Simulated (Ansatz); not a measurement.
**Question.** Name a neutral molecule of C, F, O and H with ideal-gas entropy at 298 K and 1 bar (rigid rotor, harmonic PBE0-D4/def2-TZVP) between 288 and 304 J/(mol·K) and HOMO energy (B3LYP/def2-TZVPP) between -9.35 and -9.05 eV (Ansatz, PBE0-D4/def2-TZVP geometry).

**Answer.** `FC1OC1(F)F` (301 J/(mol·K), -9.31 eV). Other molecules can fit too; these were computed, each in one conformer that needn't be the lowest.

B3LYP here is the variant with VWN-RPA as its local correlation; programs differ in this.
